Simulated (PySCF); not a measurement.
Compound: formyl cation, CHO (charge +1).
Bonds: C1–O2 (triple). Hydrogens: H3 on C1.

The same species was optimised twice, with GFN2-xTB and with PBE0-D3(BJ)/def2-SVP (PySCF), and the same property calculations (PySCF, gas phase) were run on both structures.

```
  coordinate  GFN2-xTB  PBE0-D3(BJ)/def2-SVP  change
   C1≡O2 (Å)     1.091                 1.104  +0.013
   C1–H3 (Å)     1.098                 1.111  +0.013
O2–C1–H3 (°)     180.0                 180.0     0.0
```

Rotational constants: B = 45796 MHz (linear) (GFN2-xTB) against B = 44670 MHz (linear) (PBE0-D3(BJ)/def2-SVP). Point groups within 0.08 Å: C∞v and C∞v.

On the GFN2-xTB structure: isotropic polarisability (au) 9.4 [wB97X-D/def2-SVPD]; HOMO (eV) -25.09 [wB97X-D/def2-SVPD]; LUMO (eV) -8.03 [wB97X-D/def2-SVPD]; HOMO (eV) -23.09 [PBE0/pcSseg-1]; LUMO (eV) -9.96 [PBE0/pcSseg-1]; GIAO shielding of C1 (ppm) 46.0 [PBE0/pcSseg-1]; GIAO shielding of O2 (ppm) -37.6 [PBE0/pcSseg-1].

Problem. What do these properties become on the PBE0-D3(BJ)/def2-SVP structure?

Solution. 
```
                                    property              level  on GFN2-xTB  on PBE0-D3(BJ)/def2-SVP  change
               isotropic polarisability (au)  wB97X-D/def2-SVPD          9.4                      9.6    +0.2
                                   HOMO (eV)  wB97X-D/def2-SVPD       -25.09                   -24.91   +0.18
                                   LUMO (eV)  wB97X-D/def2-SVPD        -8.03                    -8.15   -0.12
energy, GFN2-xTB geometry as zero (kcal/mol)  wB97X-D/def2-SVPD          0.0                     -0.3    -0.3
                                   HOMO (eV)      PBE0/pcSseg-1       -23.09                   -22.91   +0.18
                                   LUMO (eV)      PBE0/pcSseg-1        -9.96                   -10.09   -0.13
energy, GFN2-xTB geometry as zero (kcal/mol)      PBE0/pcSseg-1          0.0                     -0.2    -0.2
                  GIAO shielding of C1 (ppm)      PBE0/pcSseg-1         46.0                     42.1    -3.9
                  GIAO shielding of O2 (ppm)      PBE0/pcSseg-1        -37.6                    -47.4    -9.8
```

The heavy atoms differ by 0.007 Å rms after alignment. Among all bonds C1≡O2 and C1–H3 change most and about equally (+0.013 Å). Changes are differences of the printed values. Neither structure is proved a minimum here. Geometry: PBE0-D3(BJ)/def2-SVP; no solvent, vibrations or thermal averaging.

Note: wB97X-D ran without an empirical dispersion term, which enters the total energy and its gradient alone.
